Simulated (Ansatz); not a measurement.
## How far each method lies from UCCSDT(Q) for [Br···H···S], triplet

Geometry: a point of a hydrogen-transfer path between rigid fragments, not a stationary point.

```json
{"atom": "Br", "x (Å)": "0.0000", "y (Å)": "0.0000", "z (Å)": "-1.5433"}
{"atom": "H", "x (Å)": "0.0000", "y (Å)": "0.0000", "z (Å)": "-0.0713"}
{"atom": "S", "x (Å)": "0.0000", "y (Å)": "0.0000", "z (Å)": "1.6147"}
```

Basis cc-pVTZ; Ansatz 0.2.0. Correlated methods freeze the noble-gas cores and the filled d shells of p-block atoms, which leaves 14 electrons in 72 orbitals. Prefix R: restricted or restricted open-shell reference; prefix U: unrestricted. Active spaces: pair = (4e, 4o) about the gap; valence = (14e, 9o) chosen from the atoms' valence shells. No spin–orbit coupling is included, and no scalar relativity.

Full CI isn't at hand for all of this; UCCSDT(Q) serves as the reference, and is uncertain by about the last step of the cluster series. The frozen core follows each run's orbitals, which can shift R against U totals by a few meV for light atoms and by up to 0.1 eV past Ca.

```
UHF ⟨S²⟩                          : 2.032
T1 diagnostic (RCCSD)             : 0.0204
largest doubles amplitude (RCCSD) : 0.052
T1 diagnostic (UCCSD)             : 0.0129
```

| level | E − E(UCCSDT(Q)) (mEh) | share of correlation (%) | wall time |
| --- | --- | --- | --- |
| UHF | 360.16 | 2.35 | – |
| UMP2 | 54.94 | 85.10 | – |
| UCCSD | 15.27 | 95.86 | – |
| UCCSD(T) | 1.91 | 99.48 | 37 s |
| UCCSDT | 0.56 | 99.85 | – |

The correlation energy at UCCSDT(Q), counted from the determinant under the R cluster runs, is -10.036 eV. That run took 48 s on 2 threads of AMD EPYC 7R13 with a shared H100 80 GB, shared host.

Run but not shown, since their state or frozen core can't be matched to the reference's or they repeat it: RHF, RMP2, RCCSD, RCCSD(T), BCCD(T), RCCSDT, RCCSDT(Q), CASSCF (pair space), NEVPT2 (pair space), MRCISD (pair space), MRCISD+Q (pair space), CASSCF (valence space), NEVPT2 (valence space), MRCISD (valence space), MRCISD+Q (valence space).

Times hold each run's SCF and search for its determinant on a shared host, so for small cases they say little of a method's own cost; they ran on 1 thread of AMD EPYC 7R13.
